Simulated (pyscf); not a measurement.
# Four-centre exchange: HO–Zn–OH + H₂S -> HO–Zn–O–SH + hydrogen (H₂)

Gas phase, singlet surface, charge 0. Bonds broken: O1–H4, S6–H7. Bonds formed: O1–S6, H4–H7. Optimised with ωB97X-D3(BJ)/def2-SVP in PySCF.

Transition state (Å):

```xyz
8

O     -1.4993     0.0076     0.4589
Zn     0.4906    -0.3195    -0.3934
O      1.3265     0.0485    -1.9241
H     -2.3337     0.1594     1.0741
H      2.2311    -0.2744    -1.9934
S     -0.5822    -0.8021     1.6437
H     -2.2050    -0.2543     2.3906
H     -0.0101     0.1488     2.4166
```

One imaginary mode, 878i cm⁻¹; descent along it reached the two sides named, in the forms told below.

```tsv
bond	change	reactant side (Å)	saddle	product side
O1–H4	breaks	0.964	1.048	2.345
S6–H7	breaks	1.348	1.869	3.6
O1–S6	forms	3.0	1.703	1.678
H4–H7	forms	3.0	1.386	0.765
```

Electronic energies relative to the separated reactants (kcal/mol):

| level | barrier | reaction energy | reverse barrier |
|---|---|---|---|
| ωB97X-D3(BJ)/def2-TZVP | 87.4 | +33.6 | 53.8 |
| PBE/def2-TZVP | 73.4 | +33.8 | 39.6 |
| r²SCAN/def2-TZVP | 79.4 | +34.4 | 45.0 |
| B3LYP-D3(BJ)/def2-TZVP | 82.7 | +34.0 | 48.8 |
| PBE0-D3(BJ)/def2-TZVP | 80.4 | +35.5 | 44.9 |
| M06-2X/def2-TZVP | 87.3 | +33.7 | 53.6 |
| ωB97M-D3(BJ)/def2-TZVP | 87.9 | +35.9 | 52.0 |
| HF/def2-TZVP | 114.6 | +39.3 | 75.3 |

With ωB97M-D3(BJ)/def2-TZVP energies and thermal terms (ideal gas, 1 atm, RRHO with modes under 100 cm⁻¹ raised to 100, one conformer, R ln 2 for chiral ones without a mode under 150 cm⁻¹), in kcal/mol:

```csv
T (K),ΔH‡,ΔG‡,ΔH,ΔG
298,86.0,96.5,+33.2,+34.6
600,86.1,107.2,+34.1,+35.7
900,86.8,117.6,+35.0,+36.3
1200,87.6,127.8,+35.7,+36.7
```

On the reactant side the descent ends in an adduct with a S–Zn contact (not fully relaxed), 10.6 kcal/mol under the separated species and 98.0 kcal/mol under the saddle at ωB97X-D3(BJ)/def2-TZVP. The same reactants have a lower exit, to H₂O + HO–Zn–SH (barrier -2.7 kcal/mol at ωB97M-D3(BJ)/def2-TZVP, against +87.9 kcal/mol here). One saddle was located; it need not be the lowest between these sides. Elements up to Kr have no core potential and no relativistic terms here.
